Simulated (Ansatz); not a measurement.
Relative stability

Two relaxed structures of CH4NaSi (charge +1), singlet (PBE0-D4/def2-TZVP; forces vanish, vibrations not checked).

A:

```csv
atom,x (Å),y (Å),z (Å)
C1,-0.4888,0.3107,0.0687
Si2,1.0398,-0.7498,-0.1416
Na3,1.1905,-2.9928,2.9592
H4,-1.3861,-0.3148,0.1601
H5,-0.4329,0.8976,0.9943
H6,-0.6232,0.9938,-0.7714
H7,0.7955,-1.5074,1.2448
```

B:

```xyz
7
angstrom
C -0.7211 0.5797 -0.2751
Si 0.7464 -0.4620 0.1615
Na 1.1716 -2.6975 2.0409
H -1.6326 0.3353 0.2680
H -0.4690 1.6359 -0.1103
H -0.9055 0.4955 -1.3547
H 1.8103 0.1131 -0.7303
```

Program: Ansatz 0.2.0. Basis: def2-TZVPP. Cores are frozen in the correlated methods. The outer core shell of Li, Na, Mg and K is correlated. The def2 sets are not built for correlating such inner shells, so the correlated values are less sure here. B3LYP uses VWN-RPA correlation.

Question: Which structure is lower at CCSD(T), and by how much? (To be estimated.)

Answer: Computed: B, by 0.388 eV (electronic energy, against the other). By their contacts, A is CH₄NaSi ([CH3][Si][H][Na]), total charge +1 and B is CH₄NaSi ([CH3][SiH][Na]), total charge +1.

All methods give the same order:

```json
{"method": "PBE-D4", "E(B) − E(A) (eV)": "-0.384"}
{"method": "r2SCAN-D4", "E(B) − E(A) (eV)": "-0.426"}
{"method": "PBE0-D4", "E(B) − E(A) (eV)": "-0.429"}
{"method": "B3LYP-D4", "E(B) − E(A) (eV)": "-0.351"}
{"method": "wB97M-V", "E(B) − E(A) (eV)": "-0.375"}
{"method": "HF", "E(B) − E(A) (eV)": "-0.486"}
{"method": "MP2", "E(B) − E(A) (eV)": "-0.432"}
{"method": "CCSD", "E(B) − E(A) (eV)": "-0.396"}
{"method": "CCSD(T)", "E(B) − E(A) (eV)": "-0.388"}
```

No T1 diagnostic of these runs exceeds 0.011. The restricted Hartree–Fock reference is unstable towards an unrestricted one at one or more of these structures.

Labels in which every atom is bracketed show which atoms are joined, not bond orders.

For scale, one of the runs: CCSD(T)/def2-TZVPP, 161 basis functions, launched by `ansatz run in.yaml --threads 2 --pin off --events-out ev --progress --plain --max-ram 4352MiB`. Hardware: 2 CPU threads of an Arm Neoverse V2, shared host. Wall time 18 s; peak host memory 1.2 GiB.
